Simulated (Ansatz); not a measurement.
System: bcc Ba. Method: BLYP (Ansatz, a first-principles code, plane waves, PAW).

Settings: plane-wave cutoff 520 eV, 16×16×16 k mesh, Fermi–Dirac smearing 0.05 eV, scalar-relativistic PAW data made under PBE.

Pressure at four volumes; x = ln(V/66.504 Å³). One pressure is withheld.

| V (Å³/atom) | x | P (GPa) |
|---|---|---|
| 62.514 | -0.0619 | ? |
| 63.844 | -0.0408 | 0.357 |
| 66.504 | 0.0000 | -0.003 |
| 70.494 | 0.0583 | -0.443 |

**Question.** Pass a parabola P(x) through the three rows shown, estimate the bulk modulus and its pressure derivative near zero pressure, and predict the withheld pressure.

**Answer.** Slopes between the rows: (-0.003 − (0.357))/(0.0000 − (-0.0408)) = -8.82 and (-0.443 − (-0.003))/(0.0583 − (0.0000)) = -7.55 GPa. Their difference over the span 0.0991 is c = 1.27/0.0991 = 12.8 GPa, so P(x) = 0.357 + (-8.82)(x − (-0.0408)) + 12.8 (x − (-0.0408))(x − (0.0000)). At the middle row B = −dP/dx = −[-8.82 + 12.8 × 0.0408] = 8.3 GPa, and B′ = dB/dP = 2c/B = 3.1. At x = -0.0619 the parabola gives 0.560 GPa; the run gives 0.562 GPa. The Birch–Murnaghan fit to the energies at all volumes has B0 = 8.30 GPa and B′ = 3.1.

Measured, for comparison: bulk modulus 9.34 GPa (corrected for temperature and zero-point phonon effects, our sources range from 9.34 to 10.6; as tabulated in Levämäki et al. (2014), arXiv:1402.3671). Computed (rounded) less measured: bulk modulus -11 % (-11 % to -22 % over the range).

Spin–orbit coupling is not included.
